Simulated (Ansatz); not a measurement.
The input, for Ansatz 0.2.0:

```yaml
crystal:
  periodic: [false, false, false]
  atoms:
    - {symbol: B, position_ang: [-0.039823, 0.039953, 0.086278]}
    - {symbol: H, position_ang: [0.432652, 0.526247, 1.143582]}
    - {symbol: H, position_ang: [-0.525613, -0.430932, 1.144523]}
    - {symbol: H, position_ang: [-0.511736, 0.511355, -0.977999]}
    - {symbol: H, position_ang: [1.031829, -1.035197, -2.235509]}
basis:
  gaussian: {orbitals: cc-pVDZ, point_charges: [{charge: -1.00, position_ang: [5.775, 0.210, -0.116]}]}
total_charge: 1
magnetization: {spin_polarized: false, initial_magnetization: 2}
correlation: {method: bccd_t, electrons: valence, diis_vectors: 4}
output: {forces: true}
```

```sh
$ ansatz run in.yaml --threads 1 --pin off --events-out ev --progress --plain --max-ram 2393MiB
```

The program prints:

```
304 factors; integrals over basis functions are off by at most 1.0e-3 eV
mean field evaluation 1: about -719.2550 eV, gradient 1.2e1 eV
mean field evaluation 2: about -719.2555 eV, gradient 1.2e1 eV
mean field evaluation 4: about -722.3626 eV, gradient 3.0e0 eV
mean field evaluation 8: about -722.4717 eV, gradient 6.2e-2 eV
mean field evaluation 16: about -722.4424 eV, gradient 9.3e-1 eV
mean field evaluation 32: about -717.4032 eV, gradient 1.3e0 eV
mean field -722.47169970 eV, -26.5503452551 hartree, gradient 1.3e-6 eV, S^2 2.000000; 1 other end points of the search recorded, 0 dependent functions left out
1 core orbitals not correlated: weight in the atoms' cores, before any rotation towards them, 1.000 or more for the frozen orbitals, at most 0.000 for the correlated occupied ones
reference -722.47169970 eV, -26.5503452551 hartree; 4, 2 occupied and 29, 31 virtual orbitals, 304 factors
second order -1.96595330 eV of doubles, -0.06566790 eV of singles
cycle   1  -2.45743219 eV  change   -4.2e-1 eV  update   4.5e-2
cycle   2  -2.60813216 eV  change   -1.5e-1 eV  update   1.7e-2
cycle   3  -2.61393982 eV  change   -5.8e-3 eV  update   5.1e-3
cycle   4  -2.61394443 eV  change   -4.6e-6 eV  update   1.9e-3
cycle   5  -2.61353789 eV  change    4.1e-4 eV  update   8.0e-4
cycle   6  -2.61378765 eV  change   -2.5e-4 eV  update   4.4e-4
cycle   7  -2.61393986 eV  change   -1.5e-4 eV  update   2.2e-4
cycle   8  -2.61394003 eV  change   -1.7e-7 eV  update   8.8e-5
cycle   9  -2.61388826 eV  change    5.2e-5 eV  update   4.3e-5
cycle  10  -2.61385998 eV  change    2.8e-5 eV  update   2.2e-5
cycle  11  -2.61385814 eV  change    1.8e-6 eV  update   9.8e-6
cycle  12  -2.61386029 eV  change   -2.2e-6 eV  update   4.8e-6
cycle  13  -2.61386049 eV  change   -2.0e-7 eV  update   2.0e-6
perturbative correction -0.03974217 eV, -0.0014604977 hartree
the calculation of the forces begins
Total energy: -725.12530236 eV, -26.6478633542 hartree
Atom 0 at    -0.039823     0.039953     0.086278 Å, force    -1.500705     1.675287    -1.922140 eV/Å
Atom 1 at     0.432652     0.526247     1.143582 Å, force     0.720878    -0.017187     0.456023 eV/Å
Atom 2 at    -0.525613    -0.430932     1.144523 Å, force     0.166224    -0.625555     0.340031 eV/Å
Atom 3 at    -0.511736     0.511355    -0.977999 Å, force     0.981385    -0.974989     1.008745 eV/Å
Atom 4 at     1.031829    -1.035197    -2.235509 Å, force     0.057244    -0.037927     0.086411 eV/Å
Dipole moment:     0.054011     0.005826     0.385434 e Å
```

Forces (eV/Å):
```
B   -1.501  1.675 -1.922
H    0.721 -0.017  0.456
H    0.166 -0.626  0.340
H    0.981 -0.975  1.009
H    0.057 -0.038  0.086
```

Ran on 1 thread of Arm Neoverse V1, shared host: 1.3 s wall, 0.12 GiB peak host memory.
